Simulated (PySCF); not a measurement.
Z-matrix (Å, degrees):
```
Si
H 1 1.4860
H 1 1.4860 2 111.24
H 1 1.4860 2 111.24 3 124.61
```
Charge 0, spin multiplicity 2.

### Question
What is the computed total energy, highest occupied spin orbital and dipole moment (PySCF with TPSSh-D3(BJ)/def2-TZVP // PBE0-D3(BJ)/def2-TZVP)?

### Answer

* **total energy**: -291.2633 Ha
* **highest occupied spin orbital**: -5.88 eV
* **dipole moment**: 0.004 e·Å
